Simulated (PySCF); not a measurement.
Ethane, C2H6, SMILES CC, singlet, PBE0/def2-SVP optimised geometry.

```
8

C     -0.28     0.71     0.00
C      0.28    -0.71     0.00
H      0.05     1.27     0.89
H     -1.38     0.71     0.00
H      0.05     1.27    -0.89
H      1.38    -0.71     0.00
H     -0.05    -1.27    -0.89
H     -0.05    -1.27     0.89
```

Density from PBE0/def2-TZVP run with PySCF at that geometry.

Minimum of the electron density along straight lines between bonded atoms, close to the bond critical point (lines longer than 1.1 times the sum of covalent radii, or with two minima, are not listed):

| bond | length / Å | ρ at the minimum / e bohr⁻³ | ∇²ρ there / e bohr⁻⁵ | position (fraction from the first atom) |
|---|---|---|---|---|
| C1–C2 | 1.519 | 0.247 | -0.62 | 0.50 |
| C1–H3 | 1.101 | 0.271 | -0.91 | 0.64 |
| C1–H4 | 1.101 | 0.271 | -0.91 | 0.64 |
| C1–H5 | 1.101 | 0.271 | -0.91 | 0.64 |
| C2–H6 | 1.101 | 0.271 | -0.91 | 0.64 |
| C2–H7 | 1.101 | 0.271 | -0.91 | 0.64 |
| C2–H8 | 1.101 | 0.271 | -0.91 | 0.64 |
